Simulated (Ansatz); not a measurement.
**HAlC, triplet: stretch scan**

Starting geometry (PBE0/def2-TZVP stationary point for this spin, not checked as a minimum):

```yaml
atoms:
  - { symbol: Al, position_ang: [0.0000, 0.0000, 0.1051] }
  - { symbol: C, position_ang: [0.0000, 0.0000, -1.8111] }
  - { symbol: H, position_ang: [0.0000, 0.0000, 1.7060] }
```

From there C2 moves along the line of the two atoms named below, all else staying in place; atoms are numbered as listed. Energies are in eV, counted from the starting geometry at the same level. Kohn–Sham curves are unrestricted where that lies lower.

Basis cc-pVDZ; Ansatz 0.2.0. Correlated methods freeze the noble-gas cores.

In so small a basis the reference is far from its limit while semilocal and hybrid functionals are nearer theirs (RPA and double hybrids share much of the reference's basis error), so the functionals' errors here hold much of the reference's basis and frozen-core error, which can add to them or hide them.

Full CI is exact within this basis and frozen core; it isn't the basis-set limit.

```json
{"distance Al1-C2 (Å)": "1.727", "full CI": "0.555", "PBE": "0.527", "r2SCAN": "0.481", "B97M-V": "0.469", "PBE0": "0.456", "B3LYP": "0.462", "wB97M-V": "0.415", "B2PLYP": "0.477", "RPA-PBE": "0.560"}
{"distance Al1-C2 (Å)": "1.916", "full CI": "0.000", "PBE": "0.000", "r2SCAN": "0.000", "B97M-V": "0.000", "PBE0": "0.000", "B3LYP": "0.000", "wB97M-V": "0.000", "B2PLYP": "0.000", "RPA-PBE": "0.000"}
{"distance Al1-C2 (Å)": "2.104", "full CI": "0.079", "PBE": "0.111", "r2SCAN": "0.147", "B97M-V": "0.144", "PBE0": "0.168", "B3LYP": "0.147", "wB97M-V": "0.192", "B2PLYP": "0.157", "RPA-PBE": "0.066"}
{"distance Al1-C2 (Å)": "2.671", "full CI": "1.122", "PBE": "1.341", "r2SCAN": "1.359", "B97M-V": "1.297", "PBE0": "1.365", "B3LYP": "1.259", "wB97M-V": "1.318", "B2PLYP": "1.315", "RPA-PBE": "1.104"}
{"distance Al1-C2 (Å)": "3.614", "full CI": "1.781", "PBE": "2.483", "r2SCAN": "2.377", "B97M-V": "2.121", "PBE0": "2.275", "B3LYP": "2.084", "wB97M-V": "2.063", "B2PLYP": "2.024", "RPA-PBE": "1.790"}
{"distance Al1-C2 (Å)": "5.216", "full CI": "1.879", "PBE": "2.849", "r2SCAN": "2.685", "B97M-V": "2.414", "PBE0": "2.530", "B3LYP": "2.318", "wB97M-V": "2.236", "B2PLYP": "2.183", "RPA-PBE": "1.811"}
```

r2SCAN at 5.216 Å lies 0.806 eV (43 %) above the reference in this basis. wB97M-V at 5.216 Å lies 0.358 eV (19 %) above the reference in this basis. B2PLYP at 5.216 Å lies 0.305 eV (16 %) above the reference in this basis. PBE at 5.216 Å lies 0.970 eV (52 %) above the reference in this basis.
